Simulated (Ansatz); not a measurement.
Reaction: H6Si2O (silyloxysilane, SMILES [SiH3]O[SiH3]) → SiH3 (SMILES [SiH3], doublet) + H3SiO (SMILES [O][SiH3], doublet) (the O-Si bond breaks)
Each species at its own B3LYP-D3(BJ)/def2-TZVP minimum (Ansatz, a first-principles code).

Property: bond dissociation energy (electronic), in kcal/mol. Open shells are spin-unrestricted; no spin-orbit coupling. CBS(X,Y): correlation extrapolated as X^-3, Hartree-Fock from the larger set. A bracket is a step between two methods taken in the basis named. The functionals are non-relativistic, so their misses hold any scalar relativity. Double hybrids freeze cores in their MP2 part. '+ core + X2C': CCSD(T) terms for core correlation (cc-pwCVTZ, 1s frozen past Ne) and scalar relativity (cc-pVTZ-DK).

CCSD(T)/CBS(cc-pV(T+d)Z,cc-pV(Q+d)Z) + [CCSDT(Q) - CCSD(T)]/cc-pV(D+d)Z + core + X2C (Ansatz) gives 134.1 kcal/mol.

**Question.** What does PBE/def2-TZVPD (Ansatz) give here, and how do the other levels compare?

**Answer.** PBE gives 121.0 kcal/mol, 13.1 kcal/mol below it. Differences of the others: r2SCAN/def2-TZVPD (Ansatz) -11.0; PBE0/def2-TZVPD (Ansatz) -10.3; B2PLYP/def2-TZVPD (Ansatz) -4.8; CCSD(T)/CBS(cc-pV(T+d)Z,cc-pV(Q+d)Z) + core + X2C (Ansatz) 0.2 kcal/mol. Nearer than PBE: r2SCAN/def2-TZVPD, PBE0/def2-TZVPD, B2PLYP/def2-TZVPD, CCSD(T)/CBS(cc-pV(T+d)Z,cc-pV(Q+d)Z) + core + X2C.
